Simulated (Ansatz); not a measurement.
C4H4O, SMILES `C#COC=C`, relaxed with RKS PBE0-D4/def2-TZVP in Ansatz from a PBE-D4/def2-SVP geometry. The force threshold is 0.005 eV/Å; the program also tests the step.

Charge 0, multiplicity 1.

Start:

```xyz
9

C     0.000    2.261    0.476
C    -0.553    1.251    0.067
O    -1.200    0.212   -0.386
C    -0.567   -1.030   -0.421
C     0.687   -1.279   -0.026
H     0.487    3.149    0.845
H    -1.267   -1.773   -0.826
H     1.075   -2.303   -0.102
H     1.339   -0.487    0.373
```

```tsv
step	energy (eV)	largest force (eV/Å)	largest move (Å)
1	-6251.7084	1.558	0.000
2	-6251.7787	0.189	0.052
3	-6251.7813	0.034	0.013
4	-6251.7813	0.028	0.002
5	-6251.7814	0.025	0.004
6	-6251.7814	0.017	0.006
7	-6251.7815	0.006	0.005
8	-6251.7815	0.002	0.001
```

End:

```xyz
9

C     0.012    2.208    0.472
C    -0.551    1.232    0.064
O    -1.205    0.209   -0.386
C    -0.563   -1.017   -0.417
C     0.674   -1.246   -0.023
H     0.501    3.080    0.832
H    -1.241   -1.758   -0.816
H     1.069   -2.249   -0.095
H     1.305   -0.459    0.369
```

It took 36 s on 2 threads of a server CPU on a shared host, with 0.4 GiB of host memory at the peak.
